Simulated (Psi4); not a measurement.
**CH3ClSi (SMILES C[Si]Cl): CAM-B3LYP/6-311+G(d,p)**

Aim: the energy change on altering one bond length of CH3ClSi at CAM-B3LYP/6-311+G**, from 2 runs. 

Program for the calculation: Psi4 1.11.

1 further run of the same task is left out (set aside as unsound or not needed).

### Step 1. Starting point

CH3ClSi has 6 atoms, charge 0, and is taken as a singlet. SMILES: `C[Si]Cl`. Geometry: relaxed at PBE0-D4/def2-TZVP.

Bond lengths: C1–Si2 1.887 Å, Si2–Cl3 2.093 Å, C1–H4 1.096 Å, C1–H5 1.093 Å, C1–H6 1.096 Å. Angles: C1–Si2–Cl3 98.3°, Si2–C1–H4 110.2°, Si2–C1–H5 111.6°, Si2–C1–H6 110.2°, H4–C1–H5 109.0°, H4–C1–H6 106.7°, H5–C1–H6 109.0°.

### Step 2. The energy at CAM-B3LYP/6-311+G(d,p)

calc.in

```
memory 1.6 GB

molecule m {
  0 1
  C     -0.420900     0.376200    -0.177100
  Si     0.228200    -0.642100     1.273100
  Cl     1.857700    -1.533900     0.308500
  H      0.353800     1.065800    -0.531400
  H     -1.308700     0.949900     0.100100
  H     -0.668100    -0.280000    -1.019400
  symmetry c1
}

set reference rks
set puream true
set e_convergence 1e-09
set d_convergence 1e-08
set scf_type pk
set dft_radial_points 99
set dft_spherical_points 590

e, wfn = energy("cam-b3lyp/6-311+G**", return_wfn=True)
print_variables()
```

On the command line:

```sh
$ psi4 calc.in calc.out -n 1
```

calc.out:

```text
[...]
  Running in c1 symmetry.
[...]
  Nuclear repulsion =  128.153233316674090
[...]
  Multiplicity = 1
[...]
  Nalpha       = 20
  Nbeta        = 20
[...]
    Number of basis functions: 100
[...]
   @RKS iter   1:  -789.40349642808280   -3.38275e-01   7.27607e-03 DIIS/ADIIS
[...]
   @RKS iter  11:  -789.63365677476600   -6.82121e-12   3.86496e-09 DIIS
[...]
    Orbital Energies [Eh]
    ---------------------
    Doubly Occupied:
       1A   -101.610355     2A    -66.221369     3A    -10.236889
       4A     -9.528171     5A     -7.290239     6A     -7.286699
       7A     -7.284433     8A     -5.391625     9A     -3.754133
      10A     -3.750089    11A     -3.743904    12A     -0.908761
      13A     -0.793966    14A     -0.558315    15A     -0.493826
      16A     -0.488879    17A     -0.430844    18A     -0.402608
      19A     -0.391896    20A     -0.297010
[...]
  @RKS Final Energy:  -789.63365677476600
   => Energetics <=
    Nuclear Repulsion Energy =            128.1532333166740898
    One-Electron Energy =               -1344.6842712563266105
    Two-Electron Energy =                 469.1232373768819457
    DFT Exchange-Correlation Energy =     -42.2258562119954064
    Empirical Dispersion Energy =           0.0000000000000000
    VV10 Nonlocal Energy =                  0.0000000000000000
    Total Energy =                       -789.6336567747661093
[...]
 Multipole Moments:
 ------------------------------------------------------------------------------------
     Multipole            Electronic (a.u.)      Nuclear  (a.u.)        Total (a.u.)
 ------------------------------------------------------------------------------------
 L = 1.  Multiply by 2.5417464519 to convert [e a0] to [Debye]
 Dipole X            :          4.1874156           -4.8083688           -0.6209533
 Dipole Y            :         -4.1126962            4.6253043            0.5126081
 Dipole Z            :          2.5580100           -2.6683698           -0.1103598
 Magnitude           :                                                    0.8127295
[...]
```

Wall time 13 s (1 thread of Intel Xeon 6975P-C (Granite Rapids), shared host); peak memory 0.89 GiB.

### Step 3. The distorted shape: energy and gradient at CAM-B3LYP/6-311+G(d,p)

ch3clsi.py

```python
import psi4

psi4.set_memory('1600 MB')
psi4.set_num_threads(1)
psi4.core.set_output_file('run.log', False)

mol = psi4.geometry("""
C
Si 1 1.887153
Cl 2 2.093091 1 98.25252
H 1 1.096009 2 110.16974 3 -58.83986
H 1 1.6392 4 109.02207 2 122.75802
H 1 1.095982 4 106.72068 5 117.62376
symmetry c1
""")

options = {'basis': '6-311+G**', 'puream': True, 'e_convergence': 1e-09, 'd_convergence': 1e-08, 'scf_type': 'pk', 'dft_radial_points': 99, 'dft_spherical_points': 590}
psi4.set_options(options)

e_tot, wfn = psi4.gradient('cam-b3lyp', return_wfn=True)
psi4.oeprop(wfn, 'MULLIKEN_CHARGES', 'DIPOLE', 'QUADRUPOLE')
print('gradient / Eh bohr^-1')
print(e_tot.np.round(6))
print(f'energy = {wfn.energy():.10f} Eh')
```

On the command line:

```sh
$ python ch3clsi.py
```

run.log:

```text
[...]
  Running in c1 symmetry.
[...]
  Nuclear repulsion =  126.384916745974905
[...]
  Multiplicity = 1
[...]
  Nalpha       = 20
  Nbeta        = 20
[...]
    Number of basis functions: 100
[...]
   @RKS iter   1:  -789.29800108758957   -4.04217e-01   7.32181e-03 DIIS/ADIIS
[...]
   @RKS iter  11:  -789.55735490697202   -2.02363e-11   4.74337e-09 DIIS
[...]
    Orbital Energies [Eh]
    ---------------------
    Doubly Occupied:
       1A   -101.615596     2A    -66.225878     3A    -10.279007
       4A     -9.533384     5A     -7.295405     6A     -7.291835
       7A     -7.289765     8A     -5.395893     9A     -3.758275
      10A     -3.754281    11A     -3.748304    12A     -0.913815
      13A     -0.778482    14A     -0.559173    15A     -0.497048
      16A     -0.453497    17A     -0.422150    18A     -0.407361
      19A     -0.376922    20A     -0.301388
[...]
  @RKS Final Energy:  -789.55735490697202
   => Energetics <=
    Nuclear Repulsion Energy =            126.3849167459749054
    One-Electron Energy =               -1340.9938339582772642
    Two-Electron Energy =                 467.1766411028165749
    DFT Exchange-Correlation Energy =     -42.1250787974860899
    Empirical Dispersion Energy =           0.0000000000000000
    VV10 Nonlocal Energy =                  0.0000000000000000
    Total Energy =                       -789.5573549069720229
[...]
  -Total Gradient:
     Atom            X                  Y                   Z
    ------   -----------------  -----------------  -----------------
       1        0.000103262208    -0.063409997760     0.023039113183
       2        0.000005591743    -0.013417824026    -0.000899885111
       3       -0.000000896315     0.005620978325     0.001641046958
       4       -0.000498916942    -0.007807852841     0.004808689549
       5       -0.000130901096     0.086821883589    -0.033411188637
       6        0.000521869171    -0.007804078788     0.004814115182
[...]
 Multipole Moments:
 ------------------------------------------------------------------------------------
     Multipole            Electronic (a.u.)      Nuclear  (a.u.)        Total (a.u.)
 ------------------------------------------------------------------------------------
 L = 1.  Multiply by 2.5417464519 to convert [e a0] to [Debye]
 Dipole X            :          0.0005243           -0.0003255            0.0001988
 Dipole Y            :         -3.6946736            4.0957629            0.4010892
 Dipole Z            :          5.9192448           -6.3836219           -0.4643771
 Magnitude           :                                                    0.6136112
 L = 2.  Multiply by 1.3450342976 to convert [e a0^2] to [Debye ang]
 Quadrupole XX       :        -28.9620563            5.5237349          -23.4383213
 Quadrupole XY       :          0.0081426           -0.0080151            0.0001276
[...]
  Mulliken Charges: (a.u.)
   Center  Symbol    Alpha    Beta     Spin     Total
       1     C     3.31383  3.31383  0.00000 -0.62765
       2    SI     6.82212  6.82212  0.00000  0.35575
       3    CL     8.59528  8.59528  0.00000 -0.19055
       4     H     0.40773  0.40773  0.00000  0.18453
       5     H     0.45329  0.45329  0.00000  0.09341
       6     H     0.40775  0.40775  0.00000  0.18451
   Total alpha = 20.00000, Total beta = 20.00000, Total charge =  0.00000
```

The script printed:

```text
gradient / Eh bohr^-1
[[ 1.0300e-04 -6.3410e-02  2.3039e-02]
 [ 6.0000e-06 -1.3418e-02 -9.0000e-04]
 [-1.0000e-06  5.6210e-03  1.6410e-03]
 [-4.9900e-04 -7.8080e-03  4.8090e-03]
 [-1.3100e-04  8.6822e-02 -3.3411e-02]
 [ 5.2200e-04 -7.8040e-03  4.8140e-03]]
energy = -789.5573549070 Eh
```

Wall time 17 s (1 thread of Intel Xeon 6975P-C (Granite Rapids), shared host); peak memory 0.89 GiB.

### Step 4. What came out

At CAM-B3LYP/6-311+G**:

```
                                                         quantity          value
                                        first shape: total energy  -789.63366 Eh
                                       first shape: dipole moment         2.07 D
                                         first shape: HOMO energy       -8.08 eV
                                         first shape: LUMO energy       -1.59 eV
                                       first shape: HOMO–LUMO gap        6.50 eV
                                    distorted shape: total energy  -789.55735 Eh
                                   distorted shape: dipole moment         1.56 D
                                     distorted shape: HOMO energy       -8.20 eV
                                     distorted shape: LUMO energy       -1.65 eV
                                   distorted shape: HOMO–LUMO gap        6.55 eV
                        distorted shape: largest force on an atom     4.784 eV/Å
energy change with the C1–H5 bond stretched from 1.093 to 1.639 Å       2.076 eV
```

In words: With the C1–H5 bond stretched from 1.093 to 1.639 Å the energy rises by 2.08 eV (48 kcal/mol). The first shape isn't relaxed at this level, so the change isn't measured from a minimum. Mulliken charges (distorted shape) run from -0.63 on C1 to +0.36 on Si2; in a basis this large or diffuse they mean little.
